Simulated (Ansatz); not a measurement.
Species: disilane, Si2H6, charge 0, multiplicity 1. 
Coordinates optimised at B3LYP-D3(BJ)/def2-TZVP (Ansatz, a quantum-chemistry and plane-wave program):
SMILES: [SiH3][SiH3]
```xyz
8

Si     0.0002    -0.0110     1.1721
Si    -0.0002     0.0110    -1.1721
H     -0.0004     1.3752     1.6997
H     -1.2040    -0.7120     1.6803
H      1.2055    -0.7108     1.6798
H      0.0004    -1.3752    -1.6997
H     -1.2055     0.7108    -1.6798
H      1.2040     0.7120    -1.6803
```

Wanted: vertical ionisation energy (to the doublet state of charge +1; each state is the SCF solution reached for its spin; the molecule has degenerate orbitals, so one determinant may break the symmetry), in eV. Correlated levels leave the core frozen unless marked. UHF or UKS for open shells. No spin-orbit coupling. No relativistic terms. Basis-set limits of correlation are two-point, X^-3; Hartree-Fock from the larger set. [CCSD(T)-MP2]/basis is that difference in the basis named.

Measured: 10.53 eV (CCCBDB table in ASE); it holds spin-orbit and relativistic effects, which these rows lack, and core correlation, which the frozen-core levels lack. This is an older compilation, not checked against later work.

| level | program | vertical ionisation energy (eV) | error against measurement |
|---|---|---|---|
| PBE/def2-TZVPD | Ansatz | 10.35 | -0.18 |
| PBE0/def2-TZVPD | Ansatz | 10.48 | -0.05 |
| CAM-B3LYP/def2-TZVPD | Ansatz | 10.58 | 0.05 |
| wB97X-V/def2-TZVPD | Ansatz | 10.60 | 0.07 |
| MP2/aug-cc-pV(D+d)Z | Ansatz | 10.53 | 0.00 |
| CCSD/def2-TZVPPD | Ansatz | 10.58 | 0.05 |
| RI-MP2/CBS(def2-TZVPPD,def2-QZVPPD)+[CCSD(T)-MP2]/def2-TZVPPD | Ansatz | 10.72 | 0.19 |
